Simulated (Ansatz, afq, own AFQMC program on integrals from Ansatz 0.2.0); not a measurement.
# Where AFQMC and coupled cluster stand for H₃O, doublet

```xyz
4

O    -0.1434   -0.0491    0.0000
H    -0.3927    0.8775    0.0000
H     0.8806   -0.0491    0.0000
H     1.7876   -0.0491    0.0000
```

Basis cc-pVTZ. Noble-gas cores (and the filled d shells of Ga–Kr and In–Xe) are frozen. Integrals, coupled cluster, full CI and functionals: Ansatz 0.2.0; the random walks run on the same integrals in our own AFQMC program. The CISD trial takes its coefficients from CCSD amplitudes. Released means that phaseless walkers are propagated on without the constraint, phases kept. ± is one standard error of the sampling.

Determinant: UHF, the one that the program's search chose, which needn't be the lowest solution. The geometry is a point of a scan.

No full CI on the walks' own integrals is used here; CCSDT(Q) serves as the reference and is uncertain by about the last step of the cluster series.

The T1 diagnostic is 0.0126, the weight of the determinant in the CISD state is 0.929 and the ⟨S²⟩ of the determinant is 0.770. The size of the correlated space is 9 electrons in 71 orbitals.

Reference: CCSDT(Q), correlation energy -7.888 eV. The released energy is read at 2.40 1/Eh (meV from the phaseless value at times in 1/Eh: -3 ± 3 at 0.24, -10 ± 3 at 0.51, -2 ± 4 at 0.99, -8 ± 3 at 1.62, -10 ± 5 at 2.40).

| level | E − E(reference) (kJ/mol) | share of correlation (%) |
| --- | --- | --- |
| HF | 761.1 | 0.00 |
| MP2 | 49.3 | 93.53 |
| CCSD | 24.3 | 96.80 |
| CCSD(T) | 1.7 | 99.78 |
| CCSDT | 1.2 | 99.85 |
| ph-AFQMC/CISD | 0.3 ± 0.4 | 99.96 |
| released AFQMC | -0.7 ± 0.5 | 100.10 |

A walk keeps the symmetry of its determinant, which the program's search chose and which needn't be the lowest solution, so a lower state of the same spin and another symmetry isn't excluded. Released energies are given only where the last usable release times agree within the noise; a slower fall can still hide under it.
